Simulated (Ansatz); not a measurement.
# C₂H₄Si (SMILES C=[Si]=C): one structure at several levels

The task here is to estimate one member of a computed series from the others.

Method: single points in def2-TZVPP; program: Ansatz 0.2.0, Gaussian basis.

Cores are frozen in the correlated methods.

## Starting geometry

SMILES `C=[Si]=C`, 7 atoms, charge 0, spin multiplicity 1.

Atoms are counted from 1 here; the program's logs count them from 0.

Bond lengths: C1–Si2 1.720 Å, C1–H4 1.120 Å, C1–H5 1.354 Å, Si2–C3 1.709 Å, C3–H6 1.092 Å, C3–H7 1.233 Å. Angles: Si2–C1–H4 110.1°, Si2–C1–H5 126.9°, H4–C1–H5 121.0°, C1–Si2–C3 173.4°, Si2–C3–H6 126.6°, Si2–C3–H7 108.9°, H6–C3–H7 123.0°.

Coordinates:

```mol
C2H4Si
  3D, bonds by distance, orders not assigned

  7  6  0  0  0  0  0  0  0  0999 V2000
   -1.3067    0.3641   -0.9757 C   0  0
    0.0072   -0.0787    0.0415 Si  0  0
    1.4038   -0.5805    0.8898 C   0  0
   -2.2435   -0.1491   -0.6383 H   0  0
   -1.3556    1.4152   -1.8283 H   0  0
    2.2447   -1.1465    0.4839 H   0  0
    1.4555    0.0222    1.9646 H   0  0
  1  2  8  0
  1  4  8  0
  1  5  8  0
  2  3  8  0
  3  6  8  0
  3  7  8  0
M  END
```

Set-up of the first run:

run/in.yaml reads:

```yaml
crystal:
  periodic: [false, false, false]
  atoms:
    - {symbol: C, position_ang: [-1.306700, 0.364100, -0.975700]}
    - {symbol: Si, position_ang: [0.007200, -0.078700, 0.041500]}
    - {symbol: C, position_ang: [1.403800, -0.580500, 0.889800]}
    - {symbol: H, position_ang: [-2.243500, -0.149100, -0.638300]}
    - {symbol: H, position_ang: [-1.355600, 1.415200, -1.828300]}
    - {symbol: H, position_ang: [2.244700, -1.146500, 0.483900]}
    - {symbol: H, position_ang: [1.455500, 0.022200, 1.964600]}
basis:
  gaussian: {orbitals: def2-TZVPP}
correlation: {method: ccsd_t}
output: {forces: true}
```

The command line of these runs was not kept.

Among the steps run: CCSD(T)/def2-TZVPP; PBE0-D4/def2-TZVPP; wB97M-V/def2-TZVPP; r2SCAN-D4/def2-TZVPP; PBE-D4/def2-TZVPP; SPW92/def2-TZVPP; revPBE-D4/def2-TZVPP.

One of the session's tables, all rows but one given; the rest of the session is left out.

| method | RMS force component (eV/Å) | angle to CCSD(T) forces (°) | dipole (D) |
| --- | --- | --- | --- |
| CCSD(T) | 1.637 | reference | 0.30 |
| PBE0-D4 | ? | ? | ? |
| wB97M-V | 1.645 | 7.6 | 0.38 |
| r2SCAN-D4 | 1.613 | 4.8 | 0.34 |
| PBE-D4 | 1.552 | 4.0 | 0.34 |
| SPW92 | 1.531 | 9.2 | 0.40 |
| revPBE-D4 | 1.540 | 3.6 | 0.32 |

Estimate the missing values for PBE0-D4.

The run gave: RMS force component (eV/Å): 1.639; angle to CCSD(T) forces (°): 6.1; dipole (D): 0.37. In the column «RMS force component (eV/Å)» it lies between CCSD(T) (1.637) and wB97M-V (1.645).
